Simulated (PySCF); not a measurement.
Numbering as in the mapped SMILES `[CH:1]#[C:2][C:3]1=[N:4][CH2:5]1`. Each H is labelled by its parent atom.

- coordinates at the PBE0-D3(BJ)/def2-SVP level
- σ from GIAO-HF/pcSseg-2
- run in PySCF 2.14
- relativity neglected, isolated molecule, one conformer, averaged over atoms made equivalent by symmetry, fast rotation or ring inversion

δ = σ(ref) − σ, references computed at the same level: TMS for ¹³C and ¹H; ¹⁵N against NH3.

| atoms | nucleus | count | δ (ppm) |
| --- | --- | --- | --- |
| H(C5) | ¹H | 2 | 1.84 |
| C3 | ¹³C | 1 | ? |
| C2 | ¹³C | 1 | 55.3 |
| H(C1) | ¹H | 1 | 5.60 |
| C1 | ¹³C | 1 | 125.1 |
| C5 | ¹³C | 1 | ? |
| N4 | ¹⁵N | 1 | 377.8 |

Problem. Complete the table.

Solution. 
- C3: 184.9 ppm, C=N carbon
- C5: 21.7 ppm, three-membered-ring carbon

Shifts are as computed, not scaled to solution data. Of 1211 compounds with measured shifts, 218 miss one by over three times the rms of a fit or turn the order of signals round; such compounds aren't used in these exercises. Experimental scales use liquid or dissolved standards, which lie at an offset from isolated NH3 (liquid NH3: subtract about 20 ppm). Unscaled 15N shifts of sp2 nitrogen come out 20 to 40 ppm too high even then.
